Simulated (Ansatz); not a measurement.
Input for Ansatz (development build ahead of 0.2.0):

```yaml
crystal:
  periodic: [false, false, false]
  atoms:
    - { symbol: "N", position_ang: [0.12066, 0.02075, -0.01983] }
    - { symbol: "N", position_ang: [1.16008, -0.09539, -0.35913] }
    - { symbol: O, position_ang: [0.34176, 3.26535, 0.53178] }
basis:
  gaussian: { orbitals: def2-SVP }
magnetization:
  spin_polarized: true
  initial_magnetization: 2
hamiltonian:
  xc: pbe0
output:
  forces: true
```

The input is written out in the form of the current development build from the run's settings.

The run gave:

```json
{"Converged": "yes", "Total energy": "-184.24085 hartree", "Spin squared of the determinant": "2.002", "Stability test": "minimum"}
```

Forces (eV/Å):
```
atom      Fx      Fy      Fz
  N1   0.286  -0.016  -0.090
  N2  -0.285   0.032   0.093
  O3  -0.001  -0.016  -0.003
```

Caution: charge can spread falsely over distant fragments.
